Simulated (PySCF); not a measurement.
**Electron affinity of H by level of theory**

H⁻ 1s2 (1S) → H 1s1 (2S), as a difference of total energies. Calculation: PySCF 2.14, in dyall-acv3z (10s3p2d, 29 functions); scalar relativity by spin-free X2C-1e. Correlated levels: valence: nothing frozen; virtual orbitals above 40 to 60 times the deepest correlated orbital energy dropped. The calculations carry no spin-orbit coupling.

| method | electron affinity (eV) |
| --- | --- |
| UHF | -0.329 |
| MP2 (valence) | 0.446 |
| SCS-MP2 (valence) | 0.601 |
| CCSD (valence) | 0.738 |

Errors of the correlated levels include the incompleteness of this basis.

A negative affinity means that the anion lies above the atom at that level of theory.

With two correlated electrons CCSD is exact in that space.

The coupled-cluster amplitudes are large for H⁻ (T1 above 0.03 or a double amplitude above 0.15), so a single reference is strained.

For comparison: 0.754 eV (measured; photodetachment measurements, as compiled on the Wikipedia data page of electron affinities).
